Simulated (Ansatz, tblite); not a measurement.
# The cluster GeTe₂: rung by rung

An exercise on one series of results from a longer session: the logs are not shown, and one member is left open.

Method: as each input shows; program: Ansatz 0.2.0, Gaussian basis.

The runs, in order: GFN1-xTB, GFN2-xTB, PBE-D4/def2-TZVP, r2SCAN-D4/def2-TZVP, PBE-QIDH/def2-TZVP, B97M-V/def2-TZVP, CAM-B3LYP-D4/def2-TZVP, BLYP-D4/def2-TZVP, r2SCAN0-D4/def2-TZVP, PBE-D4/def2-SVP, PBE0-D4/def2-SVP, PBE0-D4/def2-TZVPD, PBE-D4/def2-TZVPD, r2SCAN-D4/def2-TZVPD, CCSD(T)/def2-TZVPP, MP2/def2-TZVP, RPA/def2-TZVP.

3 further runs of the same task are left out: 3 set aside as unsound or not needed. Runs told in other sessions of the task aren't counted.

## The structure

The geometry is that of the singlet, from an earlier relaxation (r2SCAN-D4/def2-TZVP). At that level it is the lowest of the isomers that a small search found.

3 atoms, charge 0, spin multiplicity 1.

Bond lengths: Ge1–Te2 2.561 Å, Ge1–Te3 2.561 Å, Te2–Te3 2.800 Å. Angles: Te2–Ge1–Te3 66.3°, Ge1–Te2–Te3 56.9°, Ge1–Te3–Te2 56.9°.

Te takes a core potential in the def2 sets. No spin-orbit coupling is included.

PBE0-D4/def2-TZVP was run before; its log isn't repeated, and its numbers join the tables.

The first run:

Tight binding, by tblite at 300 K electronic temperature and without a spin-polarisation term:

```python
tblite.interface.Calculator('GFN1-xTB', numbers, positions, charge=0, uhf=0).singlepoint()
```

Tight binding, by tblite at 300 K electronic temperature and without a spin-polarisation term:

```python
tblite.interface.Calculator('GFN2-xTB', numbers, positions, charge=0, uhf=0).singlepoint()
```

start.molden holds the orbitals of an earlier run on this state, given as this run's starting guess.

Contents of in.yaml:

```yaml
crystal:
  periodic: [false, false, false]
  atoms:
    - {symbol: Ge, position_ang: [-0.756560, -0.626845, 1.038223]}
    - {symbol: Te, position_ang: [-0.724541, 1.114717, -0.838959]}
    - {symbol: Te, position_ang: [1.481102, -0.487872, -0.199253]}
basis:
  gaussian: {orbitals: def2-TZVP, initial_orbitals: start.molden}
hamiltonian: {xc: pbe, dispersion: d4}
scf: {omitted_lower_state_checks: [starts]}
output: {orbitals: {seedname: orbitals}}
```

Command:

```console
$ ansatz run in.yaml --threads 4 --pin off --events-out ev --progress --plain --max-ram 3916MiB
```

Steps of the session up to this table: PBE-D4/def2-TZVP; r2SCAN-D4/def2-TZVP; PBE-QIDH/def2-TZVP; B97M-V/def2-TZVP; CAM-B3LYP-D4/def2-TZVP; BLYP-D4/def2-TZVP; r2SCAN0-D4/def2-TZVP; PBE-D4/def2-SVP; PBE0-D4/def2-SVP; PBE0-D4/def2-TZVPD; PBE-D4/def2-TZVPD; r2SCAN-D4/def2-TZVPD; CCSD(T)/def2-TZVPP; MP2/def2-TZVP; RPA/def2-TZVP.

One table of the session follows, with a row left open; its other results are not shown here.

| level | HOMO (eV) | LUMO (eV) | gap (eV) |
| --- | --- | --- | --- |
| PBE-D4/def2-SVP | -4.80 | -3.46 | 1.34 |
| PBE-D4/def2-TZVP | -4.87 | -3.49 | 1.38 |
| PBE-D4/def2-TZVPD | ? | ? | ? |
| BLYP-D4/def2-TZVP | -4.68 | -3.35 | 1.33 |
| r2SCAN-D4/def2-TZVP | -5.09 | -3.49 | 1.59 |
| r2SCAN-D4/def2-TZVPD | -5.10 | -3.51 | 1.59 |
| B97M-V/def2-TZVP | -5.01 | -3.31 | 1.69 |
| PBE0-D4/def2-SVP | -5.74 | -2.86 | 2.88 |
| PBE0-D4/def2-TZVP | -5.78 | -2.85 | 2.92 |
| PBE0-D4/def2-TZVPD | -5.80 | -2.88 | 2.91 |
| r2SCAN0-D4/def2-TZVP | -5.92 | -2.87 | 3.05 |
| CAM-B3LYP-D4/def2-TZVP | -6.86 | -1.89 | 4.98 |

Q: Estimate the row for PBE-D4/def2-TZVPD from the others.

As computed: HOMO (eV): -4.89; LUMO (eV): -3.52; gap (eV): 1.37. In the column «HOMO (eV)» it lies between B97M-V/def2-TZVP (-5.01) and PBE-D4/def2-TZVP (-4.87).
